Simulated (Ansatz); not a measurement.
## The standard entropy of NClO (nitrosyl chloride) from a frequency calculation

A singlet with charge 0, relaxed at PBE0-D4/def2-TZVP (Ansatz 0.2.0):

```xyz
3

O     1.0001   -0.3383    0.5139
N     0.0520   -0.5996   -0.0358
Cl   -1.0521    0.9379   -0.4780
```

Harmonic wavenumbers in cm⁻¹: 352, 638, 1944.

Masses in u: O 15.999, N 14.007, Cl 35.45. Take T = 298.15 K, p = 1 bar, R = 8.3145 J/(mol K), kT/hc = 207.22 cm⁻¹, rigid rotor and harmonic oscillator.

Task: Compute the standard molar entropy.

Result: 
1. Translation (Sackur–Tetrode): S = R[3/2 ln M + 5/2 ln T − 1.1517] with M = 65.456 gives 161.0 J/(mol K).
2. Rotation: principal moments 5.622, 86.517, 92.139 u Å² give A, B, C = 2.9987, 0.1948, 0.183 cm⁻¹; the symmetry number is σ = 1; q = (√π/σ)√((kT/hc)³/ABC) = 16171; S = R(ln q + 3/2) = 93.0.
3. Vibration: with u = ν̃/207.22, each mode gives R[u/(eᵘ − 1) − ln(1 − e⁻ᵘ)]; the sum is 6.5, most from 352 cm⁻¹ (4.8), 638 cm⁻¹ (1.6).
4. Electronic: R ln 1 = 0.0, from the spin multiplicity alone.
5. Sum: 161.0 + 93.0 + 6.5 + 0.0 = 260.5 J/(mol K).

The tabulated value is 261.7 J/(mol K) (CRC Handbook of Chemistry and Physics): the model is off by -1.2.
